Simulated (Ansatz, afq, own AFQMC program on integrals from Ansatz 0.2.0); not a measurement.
MgPH₂, quartet → MgPH₂, sextet

```xyz
4

P     0.0000    0.0778    1.1641
Mg    0.0000    0.0174   -1.5257
H     0.0000   -1.2430    1.6870
H     0.0000   -1.5672   -0.6685
```

Connectivity, by distances: PH–MgH.

E(sextet, charge +0) − E(quartet, charge +0) at this geometry, on UHF and UHF determinants.

Basis cc-pVDZ. Noble-gas cores (and the filled d shells of Ga–Kr and In–Xe) are frozen. AFQMC by an in-house program on the Cholesky factors that Ansatz 0.2.0 writes for its CCSD(T) run. ph-AFQMC/CISD is guided by a CISD state made of CCSD amplitudes; releasing the constraint for a short imaginary time cuts its bias at the price of noise, slowly where states lie close. Free projection: walkers drawn from exp(T), propagated without any constraint. Its projection time is finite, and what remains of the start isn't in its error. ± is one standard error of the sampling. The errors of all members are added in quadrature.

No full CI on the walks' own integrals is used here; CCSDT(Q) serves as the reference and is uncertain by about the last step of the cluster series. Each member takes its own surest rung, up to full CI.

Errors are counted within cc-pVDZ, not against nature.

Cautions: MgPH₂ (quartet): lower spins were not checked, its ph-AFQMC/CISD value lies 25 ± 8 meV above CCSDT(Q); MgPH₂ (sextet): another spin lies lower, the released energies move by 1.5 errors or more from one time to the next, so no released level is given (meV from the phaseless value at times in 1/Eh: -3 ± 5 at 0.24, -10 ± 5 at 0.51, -10 ± 5 at 0.99, -6 ± 4 at 1.62, -21 ± 5 at 2.40), though the last usable value meets CCSDT(Q) within the noise; the upper state may be diffuse, so the gap hangs on the basis; core correlation is missing, and it shifts such a gap most where an s electron is promoted.

Reference (CCSDT(Q)): 118.9 kcal/mol.

```csv
level,vertical spin gap (kcal/mol),error against CCSDT(Q) (kcal/mol)
HF,97.3,-21.7
MP2,113.8,-5.1
CCSD,117.8,-1.1
CCSD(T),118.7,-0.3
CCSDT,118.9,0.0
ph-AFQMC/CISD,118.7 ± 0.2,-0.2 ± 0.2
free AFQMC,118.6 ± 0.3,-0.3 ± 0.3
```

Correlation beyond CCSD(T) adds 0.3 kcal/mol. The perturbative (T) step is worth +0.8 kcal/mol.

Free projections are given only where their last times agree within the noise and don't stop above the reference; a slow remainder of the start can still hide under it. A walk keeps the symmetry of its determinant, which the program's search chose and which needn't be the lowest solution, so a lower state of the same spin and another symmetry isn't excluded.
